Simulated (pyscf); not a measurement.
This saddle point was located with ωB97X-D3(BJ)/def2-SVP in PySCF.

```
C
H 1 1.1034
H 1 1.1053 2 106.17
C 1 1.5326 2 111.84 3 120.55
H 4 1.1017 1 111.59 2 -60.35
H 4 1.1023 5 107.48 1 122.48
H 4 1.1031 5 107.29 6 115.04
Si 1 1.8935 2 108.31 3 -115.81
H 8 1.4853 1 115.45 2 -45.98
H 8 1.5143 9 110.45 1 113.82
H 8 1.6546 9 95.94 10 120.87
H 11 1.0453 8 77.87 9 -87.87
H 11 1.0849 12 155.11 8 -10.32
```
Charge 0, spin multiplicity 1.

Surface: singlet, charge 0. Lowest wavenumbers (cm⁻¹): 1781i, 105, 165, 234, 251.

Q: Which two sides does it connect, and which bonds change?

A: H₃C–CH₂–SiH₃ + H₂ ⇌ H₃C–CH₂–SiH₃ + H₂, a four-centre exchange read from left to right: H–Si, H–H broken and H–Si, H–H formed. At ωB97M-D3(BJ)/def2-TZVP it lies +280.7 kJ/mol from the left side and +280.7 kJ/mol from the right (each side as separated species at their lowest minima found). At the saddle there is also a short H–Si contact that neither side keeps. H₃C–CH₂–SiH₃ lies 53.6 kJ/mol over its isomer H₃C–SiH₂–CH₃ (electronic energy, ωB97M-D3(BJ)/def2-TZVP). This is the saddle that the search found; another between the same sides may lie lower.
